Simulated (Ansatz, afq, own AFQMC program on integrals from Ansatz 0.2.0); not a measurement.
## BSiH3, singlet in cc-pVDZ, levels against CCSDT(Q)

```
atom   x (Å)    y (Å)    z (Å)
  Si  0.0000   0.0000   0.4649
   B  0.0000   0.0000  -1.2131
   H  0.0000   1.2660   1.2258
   H  0.0000  -1.2660   1.2258
   H  0.0000   0.0000  -2.3925
```

Connectivity, by distances: SiH2–BH.

Basis cc-pVDZ. Only valence electrons are correlated. Ansatz 0.2.0 and our own AFQMC program on the same integrals; the CISD trial comes from CCSD amplitudes, and released means the phaseless constraint is let go. ± is one standard error of the sampling.

Determinant: UHF, the one that the program's search chose, which needn't be the lowest solution. The geometry is a point of a scan.

No full CI on the walks' own integrals is used here; CCSDT(Q) serves as the reference and is uncertain by about the last step of the cluster series.

Cautions: the determinant is a saddle point among determinants of its kind.

```
T1 diagnostic                               : 0.0176
weight of the determinant in the CISD state : 0.871
⟨S²⟩ of the determinant                     : 0.000
size of the correlated space                : 10 electrons in 41 orbitals
```

```json
{"level": "MP2", "correlation energy (eV)": "-4.6328"}
{"level": "CCSD", "correlation energy (eV)": "-5.6801"}
{"level": "CCSD(T)", "correlation energy (eV)": "-5.8667"}
```

(1) Estimate where AFQMC with the constraint released lies against CCSD(T) on the same integrals.

(1) 65.8 ± 14.7 meV below CCSD(T).

Reference: CCSDT(Q), correlation energy -5.912 eV. The released energy is read at 2.40 1/Eh (meV from the phaseless value at times in 1/Eh: -8 ± 14 at 0.24, -10 ± 12 at 0.51, -8 ± 11 at 0.99, -22 ± 13 at 1.62, -25 ± 15 at 2.40).

| level | E − E(reference) (meV) | share of correlation (%) |
| --- | --- | --- |
| CCSD(T) | 44.8 | 99.24 |
| CCSDT | 10.8 | 99.82 |
| ph-AFQMC/CISD | 4.4 ± 11.5 | 99.93 |
| released AFQMC | -21.0 ± 14.7 | 100.35 |

A walk keeps the symmetry of its determinant, which the program's search chose and which needn't be the lowest solution, so a lower state of the same spin and another symmetry isn't excluded. Released energies are given only where the last usable release times agree within the noise; a slower fall can still hide under it.
